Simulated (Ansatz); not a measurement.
# C3H8S2: the cost of one run

Program: Ansatz 0.2.0, Gaussian basis. Level of theory: functionals in def2-TZVPP, the program's frozen cores in correlated methods. These are calculated values, not measurements.

Plan: PBE-D4, r2SCAN-D4, PBE0-D4, B3LYP-D4, ωB97X-V, ωB97M-V, B2PLYP; CCSD(T)/def2-TZVPP; MP2/def2-QZVPP; extrapolation to the limit.

## 1. The geometry

All runs share one geometry, relaxed beforehand with PBE0-D4 in a triple-zeta def2 set.

13 atoms, charge 0, spin multiplicity 1.

Atoms are counted from 1 here; the program's logs count them from 0.

Bond lengths: C1–S2 1.800 Å, C1–H6 1.091 Å, C1–H7 1.090 Å, C1–H8 1.092 Å, S2–C3 1.812 Å, C3–C4 1.514 Å, C3–S5 1.809 Å, C3–H9 1.095 Å, C4–H10 1.092 Å, C4–H11 1.092 Å, C4–H12 1.093 Å, S5–H13 1.344 Å. Angles: S2–C1–H6 106.2°, S2–C1–H7 112.4°, S2–C1–H8 111.2°, H6–C1–H7 108.5°, H6–C1–H8 108.3°, H7–C1–H8 110.1°, C1–S2–C3 101.4°, S2–C3–C4 114.2°, S2–C3–S5 107.1°, S2–C3–H9 108.2°, C4–C3–S5 112.8°, C4–C3–H9 110.3°, S5–C3–H9 103.6°, C3–C4–H10 110.1°, C3–C4–H11 110.4°, C3–C4–H12 111.1°, H10–C4–H11 108.7°, H10–C4–H12 108.2° and more.

Coordinates:

```mol
C3H8S2
  3D, bonds by distance, orders not assigned

 13 12  0  0  0  0  0  0  0  0999 V2000
   -1.5978    0.6340    1.0894 C   0  0
   -0.0476    1.3791    0.5593 S   0  0
    0.4559    0.2544   -0.7693 C   0  0
    0.6110   -1.1880   -0.3367 C   0  0
    1.9668    0.9335   -1.4965 S   0  0
   -2.0410    1.3293    1.8036 H   0  0
   -1.4502   -0.3254    1.5860 H   0  0
   -2.2871    0.5193    0.2503 H   0  0
   -0.2770    0.3322   -1.5789 H   0  0
    0.9437   -1.7988   -1.1785 H   0  0
    1.3468   -1.2682    0.4662 H   0  0
   -0.3365   -1.5933    0.0266 H   0  0
    2.7336    0.7576   -0.4069 H   0  0
  1  2  8  0
  2  3  8  0
  3  4  8  0
  3  5  8  0
  1  6  8  0
  1  7  8  0
  1  8  8  0
  3  9  8  0
  4 10  8  0
  4 11  8  0
  4 12  8  0
  5 13  8  0
M  END
```

## 2. PBE-D4 (GGA)

Contents of in.yaml:

```yaml
crystal:
  periodic: [false, false, false]
  atoms:
    - {symbol: C, position_ang: [-1.597813, 0.633980, 1.089430]}
    - {symbol: S, position_ang: [-0.047625, 1.379055, 0.559313]}
    - {symbol: C, position_ang: [0.455930, 0.254379, -0.769278]}
    - {symbol: C, position_ang: [0.611008, -1.188048, -0.336698]}
    - {symbol: S, position_ang: [1.966759, 0.933525, -1.496517]}
    - {symbol: H, position_ang: [-2.041017, 1.329341, 1.803613]}
    - {symbol: H, position_ang: [-1.450238, -0.325424, 1.586042]}
    - {symbol: H, position_ang: [-2.287075, 0.519258, 0.250336]}
    - {symbol: H, position_ang: [-0.276967, 0.332173, -1.578872]}
    - {symbol: H, position_ang: [0.943676, -1.798793, -1.178547]}
    - {symbol: H, position_ang: [1.346775, -1.268160, 0.466250]}
    - {symbol: H, position_ang: [-0.336483, -1.593336, 0.026581]}
    - {symbol: H, position_ang: [2.733569, 0.757551, -0.406853]}
basis:
  gaussian: {orbitals: def2-TZVPP}
hamiltonian: {xc: pbe, dispersion: d4}
output: {forces: true, orbitals: {seedname: orbitals}}
```

Started as:

```console
$ ansatz run in.yaml --threads 4 --pin off --events-out ev --progress --plain --max-ram 10444MiB
```

What time and memory should one allow on 4 threads of Arm Neoverse N1, shared host?

About 5.5 s, with a peak of 0.44 GiB.
